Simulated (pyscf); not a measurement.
Homolytic dissociation enthalpies at 298 K of Al–C, C–Ga, C–In bonds in 7 gas-phase molecules, in kcal/mol. Single points on ωB97X-D3(BJ)/def2-SVP structures (PySCF, gas phase). Both columns use the same structures and thermal terms. Rows were drawn at random from the closed-shell molecules with such a bond whose radicals are computed, keep their shape and have no isomer in the data more than 5 kcal/mol lower.

```tsv
row	molecule	radicals	PBE/def2-TZVP	ωB97M-D3(BJ)/def2-TZVP
1	H₃C–CH₂–Al(CH₃)–OH	•H₂C–CH₃ + [H₃C–Al–OH]•	69.9	77.9
2	H₃C–CH₂–Al(CH₃)–CH₃	•H₂C–CH₃ + [H₃C–Al–CH₃]•	70.7	78.4
3	H₃C–In(CH₃)–NH₂	CH₃• + [H₃C–In–NH₂]•	60.6	63.7
4	H₃C–Ga(F)–CH₂–F	[H₃C–Ga–F]• + •H₂C–F	63.8	67.4
5	H₃C–CH(CH₃)–Ga(Cl)–Cl	H₃C–CH•–CH₃ + [Cl–Ga–Cl]•	60.0	?
6	H₃C–CH(CH₃)–Al(Cl)–Cl	H₃C–CH•–CH₃ + [Cl–Al–Cl]•	65.2	74.2
7	H₃C–CH₂–InH–OH	•H₂C–CH₃ + [HO–InH]•	52.0	56.2
```

### Question
Fit a line that carries the PBE values to the last column and predict row 5.

### Answer
In the 6 complete rows the last column lies 3.1 to 9.0 kcal/mol from PBE (mean 5.9, median 6.0). Least squares gives y = -10.0 + 1.25·x with residuals of 1.8 kcal/mol (root mean square). For row 5: -10.0 + 1.25 × 60.0 = 65.0 kcal/mol. The computed value is 65.8 kcal/mol, 0.8 over the line. Elements up to Kr have no core potential and no relativistic terms here. Elements past Kr carry the def2 core potentials, without spin-orbit coupling.
